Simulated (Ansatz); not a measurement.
**Molecular dynamics of CH4AlF**

Input:

```yaml
crystal:
  periodic: [false, false, false]
  atoms:
    - { symbol: F, position_ang: [-1.738124, 0.32392, -0.652096] }
    - { symbol: C, position_ang: [-0.616036, -0.461665, -0.436462] }
    - { symbol: Al, position_ang: [0.814721, 0.518636, 0.527567] }
    - { symbol: H, position_ang: [-0.253836, -0.840223, -1.413688] }
    - { symbol: H, position_ang: [-0.920636, -1.371183, 0.120111] }
    - { symbol: H, position_ang: [0.604769, 2.024404, 0.984924] }
    - { symbol: H, position_ang: [2.170341, -0.261989, 0.823944] }
magnetization:
  spin_polarized: true
basis:
  gaussian: { orbitals: def2-SVP }
hamiltonian:
  xc: pbe0
  dispersion: d4
md:
  timestep: 0.5
  n_steps: 150
  ensemble: nve
  temperature: 2000.0
  initial_velocities: maxwell_boltzmann
  seed: 346307
```

Launched with:

```bash
$ ansatz run input.yaml --threads 1 --pin off --max-ram 2048MiB --backend cpu --events-out ev --progress --plain --runs-dir out
```

It starts from a relaxed structure.

Output, in part (step lines, the closing report, with atoms numbered from 0):

```
md step     0: t =     0.00 fs  T =  2000.0 K  F+E_penalty+E_count = -10402.78615226 eV  E_kin = 1.292600 eV  conserved = -10401.49355227 eV  (25 SCF iters)
[... lines left out ...]
Total energy: -10401.85012977 eV, -382.2609416418 hartree
Atom 0 at    -1.760591     0.270393    -0.599196 Å, force    -0.940276     2.008593    -0.145989 eV/Å
Atom 1 at    -0.551716    -0.377472    -0.523739 Å, force    -1.078672    -0.574518    -0.870799 eV/Å
Atom 2 at     0.789732     0.515292     0.551333 Å, force     0.652541    -3.198897     0.728949 eV/Å
Atom 3 at    -0.292212    -0.646721    -1.555744 Å, force     0.905342     0.629829    -0.592642 eV/Å
Atom 4 at    -0.970784    -1.329791    -0.327449 Å, force     0.589582    -2.195346     1.498844 eV/Å
Atom 5 at     1.232872     1.839509     0.382874 Å, force     0.473242     3.588365    -0.539533 eV/Å
Atom 6 at     1.956685    -0.216832     1.422388 Å, force    -0.601759    -0.258027    -0.078830 eV/Å
Dipole moment:     0.051131    -0.154293     0.003860 e Å
```

The steps, from the saved trajectory:

```
time (fs)  T (K)  potential energy less start (eV)  conserved less start (meV/atom)
        0   2000                             0.000                             0.00
      2.5   1227                             0.504                             0.57
        5    883                             0.726                             0.54
      7.5   1004                             0.645                             0.21
       10    752                             0.811                             0.57
     12.5    842                             0.751                             0.40
       15    835                             0.758                             0.64
     17.5   1334                             0.431                             0.08
       20    748                             0.813                             0.59
     22.5    808                             0.773                             0.39
       25   1306                             0.451                             0.26
     27.5   1212                             0.513                             0.50
       30   1115                             0.574                             0.27
     32.5    640                             0.884                             0.75
       35    844                             0.749                             0.37
     37.5    897                             0.716                             0.44
       40   1065                             0.608                             0.60
     42.5   1572                             0.278                             0.16
       45   1128                             0.567                             0.43
     47.5    418                             1.027                             0.69
       50    456                             1.003                             0.66
     52.5   1116                             0.574                             0.35
       55   1241                             0.492                             0.19
     57.5    643                             0.882                             0.73
       60    804                             0.776                             0.37
     62.5    840                             0.753                             0.42
       65    777                             0.795                             0.65
     67.5   1148                             0.553                             0.39
       70   1313                             0.447                             0.46
     72.5   1297                             0.456                             0.17
       75    560                             0.936                             0.77
```

All steps were run. The conserved energy stayed within 0.99 meV per atom of its start (net change 0.77 meV per atom), so the integration is sound. Over the second half the temperature averaged 0.48 of the 2000 K drawn at the start: a run that starts near a minimum puts about half its kinetic energy into the potential. A run of 0.075 ps of so small a system gives no equilibrium averages.

The same pairs are bonded in the first frame and the last. Pairs count as bonded within 1.25 times the sum of covalent radii (0.12 Å more for H–H).

Last frame:

```xyz
7
Properties=species:S:1:pos:R:3
F -1.761 0.270 -0.599
C -0.552 -0.378 -0.524
Al 0.790 0.515 0.551
H -0.292 -0.647 -1.556
H -0.971 -1.330 -0.327
H 1.233 1.839 0.383
H 1.957 -0.217 1.422
```

The run took 7.2 min on 1 thread of Arm Neoverse V1 (shared host), peak memory 0.15 GiB.
